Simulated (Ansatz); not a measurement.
`FC1(F)C=CC1`, charge 0, multiplicity 1.

**Question.** Give a relaxed structure at PBE0-D4/def2-TZVP (Ansatz 0.2.0). (An estimate is asked.)

**Answer.** Ansatz gave: 
Cartesian coordinates in Å:
```
F -1.220 0.102 -1.622
C -0.696 0.414 -0.412
F -1.273 1.583 -0.043
C -0.710 -0.681 0.615
C 0.621 -0.704 0.681
C 0.848 0.392 -0.340
H -1.513 -1.223 1.096
H 1.320 -1.295 1.259
H 1.290 1.317 0.035
H 1.334 0.093 -1.270
```
Point group Cs.
This is one stationary point; other conformers may exist.
